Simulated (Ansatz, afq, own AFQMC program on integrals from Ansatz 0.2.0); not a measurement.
**CH3Al, singlet in cc-pVDZ along one coordinate**

```xyz
5

Al   -0.7408    0.0064    0.0050
C     1.2474   -0.0108   -0.0084
H     1.6463   -1.0338   -0.0061
H     1.6655    0.4997    0.8692
H     1.6535    0.4910   -0.8966
```

The Al1–C2 distance is changed with both sides rigid. Energies in kcal/mol count from this geometry (1.988 Å) at the same level; the start stands on RHF, each point on the determinant named.

Basis cc-pVDZ. Noble-gas cores (and the filled d shells of Ga–Kr and In–Xe) are frozen. AFQMC by an in-house program on the Cholesky factors that Ansatz 0.2.0 writes for its CCSD(T) run. ph-AFQMC/CISD is guided by a CISD state made of CCSD amplitudes; releasing the constraint for a short imaginary time cuts its bias at the price of noise, slowly where states lie close. Uncertainties: one standard error, sampling alone.

Cautions, each for one point or more: CCSDT(Q) on the RHF determinant differs, by its state or its frozen core; higher spins were not checked; restricted determinant unstable towards unrestricted; strong correlation; the search met a lower determinant of the same kind, perhaps of another symmetry, and this one is a saddle point; unrestricted determinant spin contaminated; walk and cluster series may follow different spin states.

```json
{"r(Al1–C2) / Å": "1.591", "det.": "RHF", "T1": "0.011", "weight": "0.87", "⟨S²⟩": "pure", "B2PLYP": "45.1", "wB97M-V": "44.1", "CCSD(T)": "47.4"}
{"r(Al1–C2) / Å": "2.461", "det.": "RHF", "T1": "0.012", "weight": "0.86", "⟨S²⟩": "pure", "B2PLYP": "14.3", "wB97M-V": "15.3", "CCSD(T)": "13.6"}
{"r(Al1–C2) / Å": "3.141", "det.": "RHF", "T1": "0.022", "weight": "0.83", "⟨S²⟩": "pure", "B2PLYP": "49.4§", "wB97M-V": "50.5", "CCSD(T)": "45.0"}
{"r(Al1–C2) / Å": "4.303", "det.": "UHF¶", "T1": "0.018", "weight": "0.87", "⟨S²⟩": "0.99", "B2PLYP": "72.7§", "wB97M-V": "79.1§", "CCSD(T)": "71.0"}
{"r(Al1–C2) / Å": "6.773", "det.": "UHF‡¶", "T1": "0.010", "weight": "0.88", "⟨S²⟩": "1.02", "B2PLYP": "75.2§", "wB97M-V": "82.7§", "CCSD(T)": "72.4"}
```

Task: Estimate the curve of CCSDT(Q), counted from the same start.

Result: 
```json
{"r(Al1–C2) / Å": "1.591", "det.": "RHF", "T1": "0.011", "weight": "0.87", "⟨S²⟩": "pure", "CCSDT(Q)": "47.5", "ph-AFQMC/CISD": "47.5 ± 0.3", "released AFQMC": "47.1 ± 0.4"}
{"r(Al1–C2) / Å": "2.461", "det.": "RHF", "T1": "0.012", "weight": "0.86", "⟨S²⟩": "pure", "CCSDT(Q)": "13.5", "ph-AFQMC/CISD": "12.1 ± 0.6", "released AFQMC": "13.2 ± 0.5"}
{"r(Al1–C2) / Å": "3.141", "det.": "RHF", "T1": "0.022", "weight": "0.83", "⟨S²⟩": "pure", "CCSDT(Q)": "44.4", "ph-AFQMC/CISD": "44.5 ± 0.5", "released AFQMC": "44.3 ± 0.6*"}
{"r(Al1–C2) / Å": "4.303", "det.": "UHF¶", "T1": "0.018", "weight": "0.87", "⟨S²⟩": "0.99", "CCSDT(Q)": "69.3", "ph-AFQMC/CISD": "68.7 ± 0.4", "released AFQMC": "68.5 ± 0.5*"}
{"r(Al1–C2) / Å": "6.773", "det.": "UHF‡¶", "T1": "0.010", "weight": "0.88", "⟨S²⟩": "1.02", "CCSDT(Q)": "72.5", "ph-AFQMC/CISD": "72.3 ± 0.3", "released AFQMC": "72.6 ± 0.4*"}
```

Weight is that of the determinant in the CISD state; at the start T1 is 0.011 and the weight 0.87. ¶ marks points with a poor determinant and no full CI, where no value is sure; they don't count among the departures. An asterisk marks released energies that aren't shown to be converged. A double dagger marks points where the walks on two determinants ended up to 12.4 kcal/mol apart; the lower is shown. Symmetry can't show for every point that it stays on the start's state. § marks a functional whose ⟨S²⟩ is too high by over 0.1. Largest departures from CCSDT(Q), at the points where its series has closed: CCSD(T) 0.6 kcal/mol at 3.141 (on RHF), ph-AFQMC/CISD -1.4 kcal/mol at 2.461 (on RHF), released AFQMC -0.3 kcal/mol at 1.591 (on RHF) (within the noise), B2PLYP -2.4 kcal/mol at 1.591, wB97M-V 6.1 kcal/mol at 3.141. Functionals count only at points shown to share the start's state and spin. In this small basis the wave-function levels are far from their limit, so their gap to the functionals isn't the functionals' error.

A walk keeps the symmetry of its determinant, which the program's search chose and which needn't be the lowest solution, so a lower state of the same spin and another symmetry isn't excluded.
